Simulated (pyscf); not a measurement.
Single points on ωB97X-D3(BJ)/def2-SVP structures (PySCF, gas phase).

Q: For the elementary gas-phase step CH₄ (SMILES C) + [O=Re(=O)=O]• (SMILES [O]=[Re](=[O])=[O]) -> H₃C–Re(=O)(=O)=O (SMILES [CH3][Re](=[O])(=[O])=[O]) + H• (SMILES [H]) (doublet surface; C–H broken, C–Re formed), what barrier and reaction energy does ωB97M-D3(BJ)/def2-TZVP give, measured from the separated reactants?

A: ΔE‡ = 46.2 kcal/mol, ΔE = +31.2 kcal/mol. Zero-point energy shifts the barrier by -3.1 kcal/mol. It is a substitution at C, with an imaginary mode of 1449i cm⁻¹. One saddle was located; it need not be the lowest between these sides. The angle at the attacked C is 180°. Open-shell species with a d-block atom are single-reference here; other states, and whether the spin sits on metal or ligand, were not checked. Elements past Kr carry the def2 core potentials, without spin-orbit coupling.
